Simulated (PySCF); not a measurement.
# Basis-set dependence of population analyses: `[SiH3]Cl`

Species: ClH3Si.
SMILES with atom numbers: `[SiH3:1][Cl:2]` (hydrogens: H3, H4, H5 on Si1)

PBE0 throughout (PySCF), one geometry, spherical d and f functions. Geometry: PBE0-D3(BJ)/def2-SVP; no solvent, vibrations or thermal averaging. Atoms taken as equivalent share a column and are averaged.

Mulliken charges (e):

```csv
basis,functions,Si1,Cl2,H3/H4/H5
pcSseg-0,32,+0.497,-0.397,-0.033
6-31G*,42,+0.414,-0.278,-0.045
cc-pVDZ,51,+0.313,-0.228,-0.028
def2-SVP,51,+0.454,-0.269,-0.061
aug-cc-pVDZ,81,-0.053,-0.387,+0.146
"6-311+G(2d,p)",88,+0.352,-0.226,-0.042
def2-TZVP,92,+0.276,-0.253,-0.008
cc-pVTZ,110,+0.278,-0.225,-0.018
IGLO-III,118,+0.865,-0.389,-0.159
pcSseg-3,251,+0.447,-0.252,-0.065
```

IAO charges (e):

| basis | functions | Si1 | Cl2 | H3/H4/H5 |
| --- | --- | --- | --- | --- |
| pcSseg-0 | 32 | +0.457 | -0.279 | -0.059 |
| 6-31G* | 42 | +0.633 | -0.312 | -0.107 |
| cc-pVDZ | 51 | +0.631 | -0.312 | -0.106 |
| def2-SVP | 51 | +0.644 | -0.303 | -0.114 |
| aug-cc-pVDZ | 81 | +0.634 | -0.319 | -0.105 |
| 6-311+G(2d,p) | 88 | +0.662 | -0.322 | -0.113 |
| def2-TZVP | 92 | +0.674 | -0.322 | -0.117 |
| cc-pVTZ | 110 | +0.660 | -0.321 | -0.113 |
| IGLO-III | 118 | +0.666 | -0.318 | -0.116 |
| pcSseg-3 | 251 | +0.676 | -0.324 | -0.117 |

Hirshfeld charges (e):

| basis | functions | Si1 | Cl2 | H3/H4/H5 |
| --- | --- | --- | --- | --- |
| pcSseg-0 | 32 | +0.346 | -0.161 | -0.061 |
| 6-31G* | 42 | +0.328 | -0.148 | -0.060 |
| cc-pVDZ | 51 | +0.329 | -0.131 | -0.066 |
| def2-SVP | 51 | +0.331 | -0.123 | -0.069 |
| aug-cc-pVDZ | 81 | +0.328 | -0.131 | -0.066 |
| 6-311+G(2d,p) | 88 | +0.330 | -0.130 | -0.067 |
| def2-TZVP | 92 | +0.324 | -0.125 | -0.066 |
| cc-pVTZ | 110 | +0.323 | -0.127 | -0.065 |
| IGLO-III | 118 | +0.314 | -0.117 | -0.066 |
| pcSseg-3 | 251 | +0.324 | -0.124 | -0.066 |

ESP-fitted charges (e):

| basis | functions | Si1 | Cl2 | H3/H4/H5 |
| --- | --- | --- | --- | --- |
| pcSseg-0 | 32 | +0.568 | -0.304 | -0.088 |
| 6-31G* | 42 | +0.262 | -0.194 | -0.023 |
| cc-pVDZ | 51 | +0.167 | -0.153 | -0.005 |
| def2-SVP | 51 | +0.233 | -0.159 | -0.025 |
| aug-cc-pVDZ | 81 | +0.145 | -0.145 | 0.000 |
| 6-311+G(2d,p) | 88 | +0.123 | -0.137 | +0.004 |
| def2-TZVP | 92 | +0.144 | -0.133 | -0.003 |
| cc-pVTZ | 110 | +0.163 | -0.141 | -0.008 |
| IGLO-III | 118 | +0.074 | -0.113 | +0.013 |
| pcSseg-3 | 251 | +0.168 | -0.141 | -0.009 |

Task: Which scheme is steadiest as the basis changes?

Result: Largest range over the bases for any column: Hirshfeld 0.04 e, IAO 0.22 e, ESP-fitted 0.49 e, Mulliken 0.92 e. Hirshfeld charges move least and Mulliken charges most, counted in e.

Task: How much do the charges still move between the two largest bases, IGLO-III and pcSseg-3?

Result: At most, over all atoms: Mulliken 0.418 e, IAO 0.010 e, Hirshfeld 0.010 e, ESP-fitted 0.094 e.

Task: What do the same runs give for the total energy, the frontier levels and the dipole moment?

Result: 
```json
{"basis": "pcSseg-0", "energy (Eh)": "-750.3558", "HOMO (eV)": "-9.02", "LUMO (eV)": "-0.20", "μ (D)": "2.39"}
{"basis": "6-31G*", "energy (Eh)": "-751.2110", "HOMO (eV)": "-8.97", "LUMO (eV)": "-0.13", "μ (D)": "1.75"}
{"basis": "cc-pVDZ", "energy (Eh)": "-751.2523", "HOMO (eV)": "-8.92", "LUMO (eV)": "0.08", "μ (D)": "1.47"}
{"basis": "def2-SVP", "energy (Eh)": "-751.0138", "HOMO (eV)": "-8.87", "LUMO (eV)": "0.25", "μ (D)": "1.39"}
{"basis": "aug-cc-pVDZ", "energy (Eh)": "-751.2566", "HOMO (eV)": "-9.02", "LUMO (eV)": "-0.48", "μ (D)": "1.41"}
{"basis": "6-311+G(2d,p)", "energy (Eh)": "-751.2758", "HOMO (eV)": "-9.04", "LUMO (eV)": "-0.46", "μ (D)": "1.37"}
{"basis": "def2-TZVP", "energy (Eh)": "-751.2785", "HOMO (eV)": "-9.03", "LUMO (eV)": "-0.13", "μ (D)": "1.28"}
{"basis": "cc-pVTZ", "energy (Eh)": "-751.2871", "HOMO (eV)": "-9.02", "LUMO (eV)": "-0.11", "μ (D)": "1.32"}
{"basis": "IGLO-III", "energy (Eh)": "-751.2715", "HOMO (eV)": "-8.94", "LUMO (eV)": "0.07", "μ (D)": "1.18"}
{"basis": "pcSseg-3", "energy (Eh)": "-751.3037", "HOMO (eV)": "-9.06", "LUMO (eV)": "-0.39", "μ (D)": "1.32"}
```

The dipole is fixed by the density alone, so its range of 1.21 D shows that the density itself changes with the basis, not only its division among atoms.
